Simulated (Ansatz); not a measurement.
in.yaml

```yaml
crystal:
  periodic: [false, false, false]
  atoms:
    - {symbol: N, position_ang: [0.001986, 0.002583, -0.071414]}
    - {symbol: H, position_ang: [0.931127, -0.002562, 0.357291]}
    - {symbol: H, position_ang: [-0.488328, 0.797474, 0.346746]}
    - {symbol: H, position_ang: [-0.470402, -0.830804, 0.288354]}
basis:
  gaussian: {orbitals: 6-31G}
magnetization: {spin_polarized: false, initial_magnetization: 2}
hamiltonian: {pseudopotentials: {relativity: scalar}}
correlation: {active_space: {ras: {orbitals: [4, 2, 9], electrons: 10, max_holes: 3, max_particles: 3}, fixed_orbitals: true}}
output: {forces: true}
```

```sh
$ ansatz run in.yaml --threads 1 --pin off --events-out ev --progress --plain --max-ram 2393MiB
```

The program prints:

```
228 factors; integrals over basis functions are off by at most 2.8e-4 eV
mean field evaluation 1: about -1521.7502 eV, gradient 9.2e0 eV
mean field evaluation 2: about -1521.7499 eV, gradient 9.2e0 eV
mean field evaluation 4: about -1522.0618 eV, gradient 2.7e-1 eV
mean field evaluation 8: about -1522.0618 eV, gradient 3.4e-6 eV
a density is far from that of the atoms, so the factors are made again for it
248 factors; integrals over basis functions are off by at most 4.0e-5 eV
mean field evaluation 16: about -1522.0619 eV, gradient 3.7e-6 eV
mean field -1522.06192823 eV, -55.9347441719 hartree, gradient 3.7e-6 eV, S^2 2.000000; 1 other end points of the search recorded, 0 dependent functions left out
reference -1522.06192823 eV, -55.9347441719 hartree; 6, 4 occupied and 9, 11 virtual orbitals, 248 factors
state -1525.22051464 eV, -56.0508200813 hartree
the calculation of the forces begins
Total energy: -1525.22051464 eV, -56.0508200813 hartree
Relativity: scalar
Atom 0 at     0.001986     0.002583    -0.071414 Å, force    -0.040250    -0.052340     1.447135 eV/Å
Atom 1 at     0.931127    -0.002562     0.357291 Å, force     3.411950     0.051427    -0.386624 eV/Å
Atom 2 at    -0.488328     0.797474     0.346746 Å, force    -1.718244     2.942918    -0.424735 eV/Å
Atom 3 at    -0.470402    -0.830804     0.288354 Å, force    -1.653456    -2.942006    -0.635776 eV/Å
Dipole moment:     0.001910     0.002483    -0.068657 e Å
```

Natural occupations: 1.9999 1.9850 1.9677 1.9677 0.9990 0.9902 0.0286 0.0286 0.0107 0.0065 0.0049 0.0049 0.0022 0.0020 0.0020.

Forces (eV/Å):
```
N   -0.040 -0.052  1.447
H    3.412  0.051 -0.387
H   -1.718  2.943 -0.425
H   -1.653 -2.942 -0.636
```

Ran on 1 thread of Intel Xeon, shared host: 1.4 s wall, 0.1 GiB peak host memory.
